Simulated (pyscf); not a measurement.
# 1,1-elimination: Cl–SiH₂–Cl → Cl–Si:–Cl [singlet] + H₂

Gas phase, singlet surface, charge 0. Bonds broken: Si2–H4, Si2–H5. Bonds formed: H4–H5. PySCF, gas phase, ωB97X-D3(BJ)/def2-SVP geometries.

Transition state (Å):

```xyz
5

Cl     0.1173     1.1628    -0.6812
Si     1.2469    -0.1674     0.4158
Cl     0.6193    -0.1933     2.3790
H      0.3198    -1.5250    -0.0340
H      1.4800    -1.5136    -0.2193
```

One imaginary mode, 1500i cm⁻¹; descent along it reached the two sides named.

```tsv
bond	change	reactant side (Å)	saddle	product side
Si2–H4	breaks	1.479	1.704	3.1
Si2–H5	breaks	1.479	1.507	3.1
H4–H5	forms	2.460	1.175	0.760
```

Electronic energies relative to the reactant's lowest minimum found (kcal/mol):

| level | barrier | reaction energy | reverse barrier |
|---|---|---|---|
| ωB97X-D3(BJ)/def2-TZVP | 79.9 | +41.9 | 38.0 |
| PBE/def2-TZVP | 66.9 | +34.6 | 32.3 |
| r²SCAN/def2-TZVP | 72.3 | +40.6 | 31.7 |
| B3LYP-D3(BJ)/def2-TZVP | 74.5 | +36.4 | 38.1 |
| PBE0-D3(BJ)/def2-TZVP | 73.3 | +40.4 | 32.8 |
| M06-2X/def2-TZVP | 77.4 | +36.9 | 40.5 |
| ωB97M-D3(BJ)/def2-TZVP | 76.5 | +37.0 | 39.5 |
| HF/def2-TZVP | 94.8 | +44.3 | 50.5 |

With ωB97M-D3(BJ)/def2-TZVP energies and thermal terms (ideal gas, 1 atm, RRHO with modes under 100 cm⁻¹ raised to 100, one conformer, R ln 2 for chiral ones without a mode under 150 cm⁻¹), in kcal/mol:

```json
[
 {"T (K)": "298", "ΔH‡": "73.5", "ΔG‡": "73.0", "ΔH": "+33.9", "ΔG": "+24.9"},
 {"T (K)": "600", "ΔH‡": "73.4", "ΔG‡": "72.6", "ΔH": "+34.6", "ΔG": "+15.5"},
 {"T (K)": "900", "ΔH‡": "73.2", "ΔG‡": "72.2", "ΔH": "+34.4", "ΔG": "+6.0"},
 {"T (K)": "1200", "ΔH‡": "72.9", "ΔG‡": "71.9", "ΔH": "+33.9", "ΔG": "-3.4"}
]
```

One saddle was located; it need not be the lowest between these sides.
